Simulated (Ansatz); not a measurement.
A made-up structure of CH6NSi (charge +1), singlet:

```
9
angstrom
N -0.0492 0.6907 -0.0022
C -0.7946 0.7452 -1.0390
Si 0.6202 -0.9348 0.7770
H -1.1003 -0.1318 -1.5499
H -1.1448 1.6611 -1.4415
H 0.1809 1.5965 0.4064
H 2.0868 -0.7684 0.7114
H 0.0824 -2.0139 -0.0781
H 0.0759 -0.9066 2.1502
```

It is relaxed with PBE-D4/def2-SVP and then PBE0-D4/def2-TZVP (Ansatz 0.2.0). Atoms count as bonded within 1.22 times the sum of their covalent radii (H–H: 0.88 Å). The end point is not checked to be a true minimum.

Question: Does its bonding change? (A judgement: the text doesn't fix the answer.)

Answer: The calculation gives: No: no bond forms or breaks.

Where it ends: The first stage lowers the energy by 0.12 eV in 6 steps. It ends as CH₆NSi ([CH2][NH][SiH3]), total charge +1:
```
9
angstrom
N -0.0465 0.6431 -0.0033
C -0.7887 0.7201 -1.0333
Si 0.6144 -0.9078 0.7715
H -1.0929 -0.1890 -1.5460
H -1.1239 1.6838 -1.4090
H 0.2026 1.5320 0.4302
H 2.0748 -0.7289 0.6965
H 0.0556 -1.9485 -0.1092
H 0.0619 -0.8669 2.1367
```

Labels in which every atom is bracketed show which atoms are joined, not bond orders.

For scale, one of the runs: PBE0-D4/def2-TZVP relaxation, 135 basis functions, launched by `ansatz run in.yaml --threads 2 --pin off --events-out ev --progress --plain --max-ram 4352MiB`. Hardware: 2 CPU threads of an Arm Neoverse V2, shared host. Wall time about 14 s.
